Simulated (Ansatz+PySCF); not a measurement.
Two shapes of singlet C2H2.

Shape 1:

```xyz
4

C     0.0000    0.0000   -0.6043
C     0.0000    0.0000    1.2085
H     0.0000    0.0000   -1.6792
H     0.0000    0.0000    2.2835
```

Shape 2:

```xyz
4

C     0.0000    0.0000   -0.6043
C     0.0000    0.0000    3.0213
H     0.0000    0.0000   -1.6792
H     0.0000    0.0000    4.0963
```

Basis set: STO-3G (spherical functions). Frozen core: 2 orbitals. Charge 0, multiplicity 1.

Computed with Ansatz (development build ahead of 0.2.0); each method stands on the lowest determinant of its kind that the runs found.

(1) Which shape is lower in energy, and by how much in each method?

Results:

(1)

```json
{"method": "RHF", "E(2) − E(1) (eV)": "4.592"}
{"method": "RHF-MP2", "E(2) − E(1) (eV)": "-0.659"}
{"method": "UHF-MP2", "E(2) − E(1) (eV)": "2.873"}
{"method": "UHF-CCSDT(Q)", "E(2) − E(1) (eV)": "3.953"}
{"method": "full CI (lowest root of this spin)", "E(2) − E(1) (eV)": "4.163"}
```

The methods disagree on the order. Caution for RHF, RHF-MP2: an unrestricted determinant lies well below. Caution for RHF, RHF-MP2, UHF-MP2, UHF-CCSDT(Q): the determinant breaks the point group. Caution for RHF-MP2, UHF-MP2: another reference gives a lower total. Caution for RHF-MP2, UHF-MP2, UHF-CCSDT(Q): large amplitudes, a single reference is doubtful. Caution for UHF-MP2, UHF-CCSDT(Q): the unrestricted determinant is a mixture of spin states; bonds are stretched, where a single reference can fail.
